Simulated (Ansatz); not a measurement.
Scan of [Br···H···SiH3], doublet

Starting geometry:

```tsv
atom	x (Å)	y (Å)	z (Å)
Br	-1.0477	0.0000	0.0000
H	0.3729	0.0000	0.0000
Si	2.6353	0.0000	0.0000
H	3.0852	-1.4163	0.0000
H	3.0852	0.7081	-1.2265
H	3.0852	0.7081	1.2265
```

From there H2 is moved from one fragment to the other while all else, the fragments' distance too, stays fixed, so the hump isn't the reaction's barrier; atoms are numbered as listed. Energies are in kcal/mol, counted from the starting geometry at the same level. Kohn–Sham curves are unrestricted where that lies lower.

Basis cc-pVDZ; Ansatz 0.2.0. Only valence electrons are correlated (noble-gas cores and the filled d shells of p-block atoms frozen). R marks a restricted (for open shells ROHF) determinant, U an unrestricted one. No spin–orbit coupling is included, and no scalar relativity.

Full CI isn't at hand for all of this; UCCSDT(Q) serves as the reference, and is uncertain by about the last step of the cluster series.

```json
{"distance Br1-H2 (Å)": "1.421", "B3LYP": "0.0"}
{"distance Br1-H2 (Å)": "1.538", "B3LYP": "-1.2"}
{"distance Br1-H2 (Å)": "1.773", "B3LYP": "0.1"}
{"distance Br1-H2 (Å)": "2.008", "B3LYP": "-3.5"}
{"distance Br1-H2 (Å)": "2.243", "B3LYP": "-3.1"}
```

Q: Estimate the UCCSDT(Q) curve in cc-pVDZ from this one, knowing how B3LYP errs.

A: The computed UCCSDT(Q) values, in kcal/mol from the starting point, and the error of B3LYP against them:
```csv
distance Br1-H2 (Å),UCCSDT(Q),B3LYP less UCCSDT(Q)
1.421,0.0,0.0
1.538,0.5,-1.7
1.773,4.1,-4.0
2.008,-1.1,-2.4
2.243,-4.0,0.8
```

The error spans 4.9 kcal/mol and is largest, -4.0 kcal/mol, at 1.773 Å.

In so small a basis the reference is far from its limit while semilocal and hybrid functionals are nearer theirs, so the functionals' errors here hold much of the reference's basis and frozen-core error, which can add to them or hide them.
